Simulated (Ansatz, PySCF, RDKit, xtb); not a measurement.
**BSiPH3: a search for the lowest isomer**

Only the formula BSiPH3 is given (odd number of electrons). Aim: find the structure of lowest free energy at 298.15 K, then its properties.

The funnel: GFN2-xTB relaxations, single points with a density functional, relaxations at PBE0-D3(BJ)/def2-SVP, harmonic vibrations, and a last energy at a higher level. All values are calculated.

6 further runs of the same task are left out: 6 set aside as unsound or not needed.

## 1. Drawing up candidates

All bonding patterns within simple valence rules are listed by program: one Lewis structure each, at most two rings and one unusual centre or charged pair. O–O, O–halogen and N–halogen bonds and N–N–N chains are not drawn. That gives 32 candidates.

c040 [SiH3]B=[P]; c050 B=[P@H]=[SiH]; c052 B[P@@H]#[Si]; c078 [BH2-]1[Si]=[P@H+]1; c130 [SiH]=BP; c140 [BH3-][Si+]=[P]; c215 [SiH]B[PH]; c233 B1[SiH2][P]1; c261 [B]=P[SiH3]; c264 [BH2-]1[SiH+][P]1; c316 [Si]#[B-][P@H3+]; c383 B=[SiH][PH]; c400 B=P[SiH2]; c416 B1[SiH][P@H]1; c432 [B]=[SiH]P; c437 B=[P@@H]=[SiH]; c451 BP=[SiH]; c545 [SiH2+][BH-]=[P]; c571 [B]1[SiH2][P@H]1; c600 B#[P@H][SiH2]; c609 [BH-]1=[Si][P@H2+]1; c612 [SiH2]B=P; c613 [BH2-]1[Si]=[P@@H+]1; c695 B[SiH]=[P]; c716 B#[Si][P@H3]; c737 B[Si]=P; c826 B=[Si]P; c847 B#[P@@H][SiH2]; c864 [B][SiH2][PH]; c891 [BH3-][P+]#[Si]; c892 B[P@H]#[Si]; c912 B1=[SiH][P@H2]1.

Candidates are built by distance geometry, with a force field where one applies, in up to four conformers (letters a to d). 10 starts with atoms placed at random are added, to find patterns that the rules miss.

Q: Predict the outcome of this search (final energies at CCSD(T)/def2-SVP + MP2/def2-TZVPP - MP2/def2-SVP).

| quantity | value |
| --- | --- |
| lowest structure found | B1[SiH2][P]1, doublet, Cs |
| next finalist | [H]1[BH]2[PH][Si]12 ‡, doublet, 9.5 kcal/mol higher in G |
| share at equilibrium, among the finalists | 100.0 % |
| harmonic wavenumbers, lowest and highest (PBE0-D3(BJ)/def2-SVP) | 227 and 2732 cm⁻¹ |
| rotational constants, same geometry | 0.5319, 0.2037, 0.1555 cm⁻¹ |
| dipole moment (PBE0/def2-TZVPD) | 1.09 D |
| HOMO energy (highest over α and β) (PBE0/def2-TZVPD) | -6.69 eV |
| LUMO energy (lowest over α and β) (PBE0/def2-TZVPD) | -3.80 eV |
| lowest excitation (TD-PBE0/def2-SVPD) | 1.43 eV (f = 0.000) |
| vertical ionisation energy (to the singlet cation) | 8.74 eV |
| vertical electron affinity | 2.01 eV |
| vertical quartet less doublet | +3.19 eV |

The search ends on `B1[SiH2][P]1`. Among the finalists first place is clear (9.5 kcal/mol); structures outside the list aren't covered. PBE0-D3(BJ)/def2-SVP and MP2/def2-SVP already put its bonding pattern lowest among the structures in one piece; HF/def2-SVP favours the doublet [BH2][PH][Si] ‡. The stability test raises a flag; for an open shell a flag towards a general spinor solution can be the free rotation of the spin. Lowest found is not proven lowest: the search is finite, and each finalist counts with one conformer. Patterns outside the rules of the enumeration were met only by chance.

‡ marks the bonded skeleton alone, with all bonds drawn single: no Lewis structure was assigned that passes a check against the bond lengths.
